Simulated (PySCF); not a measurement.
## Electronic absorption of ammonia

Species: ammonia, NH3.
Z-matrix (Å and degrees, GFN2-xTB geometry), rows numbered from 1:
```
N 
H   1  1.0126
H   1  1.0127  2  107.64
H   1  1.0127  2  107.64  3  -115.82
```

Method used: PySCF 2.14.0, density-fitted response routines, TDDFT CAM-B3LYP/def2-SVPD, vertical, gas phase, core orbitals frozen in the response.

Predict the UV-vis stick spectrum at this level.

```json
{"state": "S1", "E (eV)": "6.92", "E (hartree)": "0.2542", "f": "0.078", "|μ| (D)": "1.72", "symmetry": "A1", "main configurations (H = HOMO, L = LUMO)": "H→L (99%)"}
{"state": "S2", "E (eV)": "9.08", "E (hartree)": "0.3337", "f": "0.015", "|μ| (D)": "0.66", "symmetry": "E", "main configurations (H = HOMO, L = LUMO)": "H→L+1/L+2 (98%)"}
{"state": "S3", "E (eV)": "9.08", "E (hartree)": "0.3337", "f": "0.015", "|μ| (D)": "0.66", "symmetry": "E", "main configurations (H = HOMO, L = LUMO)": "H→L+1/L+2 (98%)"}
{"state": "S4", "E (eV)": "10.64", "E (hartree)": "0.3910", "f": "0.0006", "|μ| (D)": "0.12", "symmetry": "–", "main configurations (H = HOMO, L = LUMO)": "H→L+3 (98%)"}
{"state": "S5", "E (eV)": "10.64", "E (hartree)": "0.3910", "f": "0.0006", "|μ| (D)": "0.12", "symmetry": "–", "main configurations (H = HOMO, L = LUMO)": "H→L+4 (98%)"}
{"state": "S6", "E (eV)": "11.59", "E (hartree)": "0.4258", "f": "0.023", "|μ| (D)": "0.73", "symmetry": "A1", "main configurations (H = HOMO, L = LUMO)": "H→L+5 (93%)"}
{"state": "S7", "E (eV)": "12.21", "E (hartree)": "0.4487", "f": "0.047", "|μ| (D)": "1.00", "symmetry": "E", "main configurations (H = HOMO, L = LUMO)": "H-2/H-1→L (82%), H→L+7 (17%)"}
{"state": "S8", "E (eV)": "12.21", "E (hartree)": "0.4488", "f": "0.046", "|μ| (D)": "0.99", "symmetry": "E", "main configurations (H = HOMO, L = LUMO)": "H-2/H-1→L (81%), H→L+6 (18%)"}
```

Triplets (Tamm–Dancoff): T1 6.46 eV, H→L (98%); T2 8.64 eV, H→L+1/L+2 (≥88%); T3 8.64 eV, H→L+1/L+2 (≥88%).

The lowest singlet comes at 179 nm (667 kJ/mol) in the vacuum ultraviolet; it is of moderate strength; its leading configuration is HOMO→LUMO (99%). The strongest level in the table is S7/S8 at 12.21 eV (102 nm, f = 0.092 summed). It is the last of those listed, so stronger ones may follow. S2/S3, S4/S5 and S7/S8 lie within about 0.01 eV of each other in each set; the point group C3v has degenerate representations, and within a degenerate level the listed configurations can mix freely. Löwdin shares by element: HOMO nitrogen 75%, hydrogen 25%; LUMO hydrogen 57%, nitrogen 43%. The oscillator strengths of these states sum to 0.225; summed over the whole spectrum of an exact calculation they would give the number of electrons, 10 (Thomas–Reiche–Kuhn). Of the 8 states listed, 6 reach f = 0.01 and none stays under 0.0005. Orbital energies (eV): HOMO-3 -25.16, HOMO-2 -14.53, HOMO-1 -14.53, HOMO -9.16, LUMO 1.67, LUMO+1 3.93, LUMO+2 3.93. Symmetry labels in C3v follow from the direction of the transition dipole and are given only for states with f of 0.002 or more. Orbitals of the list HOMO-3 to LUMO+2 that lie within 0.01 eV of each other are written together with a slash and their weights summed (≥ marks a lower bound); for degenerate orbitals outside that list single weights are arbitrary. Only the lowest 8 singlets were computed, as vertical energies without vibronic structure.
